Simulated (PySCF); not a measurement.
Geometry:
| atom | x (Å) | y (Å) | z (Å) |
| --- | --- | --- | --- |
| C1 | -1.208 | -0.049 | -0.049 |
| N2 | 0.037 | 0.651 | -0.283 |
| C3 | 1.198 | -0.178 | -0.033 |
| H4 | -1.274 | -0.884 | -0.747 |
| H5 | -2.038 | 0.629 | -0.238 |
| H6 | -1.302 | -0.450 | 0.973 |
| H7 | 0.078 | 1.477 | 0.308 |
| H8 | 1.184 | -1.014 | -0.733 |
| H9 | 1.236 | -0.586 | 0.989 |
| H10 | 2.098 | 0.408 | -0.209 |

PySCF 2.14.0 with density-fitted response routines calculation with GFN2-xTB structure and GIAO PBE0/pcSseg-1 shieldings; no relativistic terms, one averaged value for each set of equivalent atoms, isolated molecule, a single conformation.

Referencing at the same level of theory: ¹³C (σ = 186.93 ppm) and ¹H (σ = 31.72 ppm) against TMS; NH3 for ¹⁵N (σ = 267.73 ppm).

```csv
atoms,nucleus,count,Hirshfeld charge,δ (ppm)
C1/C3,¹³C,2,-0.07,?
H7,¹H,1,0.11,-0.36
N2,¹⁵N,1,-0.18,33.2
H4/H5/H6/H8/H9/H10,¹H,6,0.04,?
```

Question: Estimate the values marked ?.

Answer: 
- C1/C3: 41.8 ppm, methyl carbon bonded to N; deshielded by the electronegative neighbour
- H4/H5/H6/H8/H9/H10: 2.50 ppm, hydrogen on a methyl carbon bonded to N; its carbon carries N, an electronegative neighbour

OH/NH shifts are gas-phase values; hydrogen bonding in solution moves them, usually downfield. Shifts are as computed. Against solution values, carbons near 30 ppm lie about +3 ppm off and those near 130 ppm about +5 ppm. Of 1211 compounds with measured shifts, 218 miss one by over three times the rms of a fit or turn the order of signals round; such compounds aren't used in these exercises. Experimental scales use liquid or dissolved standards, which lie at an offset from isolated NH3 (liquid NH3: subtract about 20 ppm).
